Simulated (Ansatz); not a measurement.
Ideal-gas functions of Al2H4O, SMILES `[OH][AlH][AlH2]` at 400 K and 1 bar, from an Ansatz frequency run at PBE0-D4/def2-TZVP.

Molar mass 73.99 g/mol, point group Cs (symmetry number 1), electronic degeneracy 1, moments of inertia 26.626, 177.387, 196.627 u Å². Harmonic wavenumbers (cm⁻¹, unscaled): 81, 120, 276, 344, 410, 489, 514, 579, 705, 778, 846, 1865, 1890, 1894, 3940.

Use S(trans) = R[1.5 ln M + 2.5 ln T − 1.1517]; rotational temperatures θ = 24.2544 K / I; S(rot) = R[ln(√π/σ · √(T³/θAθBθC)) + 1.5]; for each mode x = 1.438777 ν̃/T, S = R[x/(eˣ − 1) − ln(1 − e⁻ˣ)] and H = RT x/(eˣ − 1); 1 cm⁻¹ = 0.0119627 kJ/mol; R = 8.31446 J/(mol·K).

Question: By hand: the entropy, in J/(mol·K).

Answer: Translation 168.6. Rotation: θ = 0.9109, 0.1367, 0.1234 K, giving 109.3. Vibration, mode by mode: 18.60, 15.36, 8.71, 7.05, 5.80, 4.61, 4.30, 3.57, 2.50, 2.03, 1.67, 0.08, 0.07, 0.07, 0.00, in all 74.4. Electronic 0.0. Sum 352.3 J/(mol·K).

Question: By hand: H − E and G − E in kJ/mol, counted from the electronic energy.

Answer: Zero-point energy ½ × 14731 × 0.0119627 = 88.1; thermal vibration 15.9; translation, rotation and pV give 4 RT = 13.3. H − E = 117.3 kJ/mol, and G − E = 117.3 − 400 × 352.3/1000 = -23.6 kJ/mol.

Vibration gives 21 % of the entropy, 34.0 J/(mol·K) of it from the modes under 150 cm⁻¹: soft modes count most, and the harmonic formula is weakest for them. The sum counts one conformer and one mirror image; others add a mixing term.
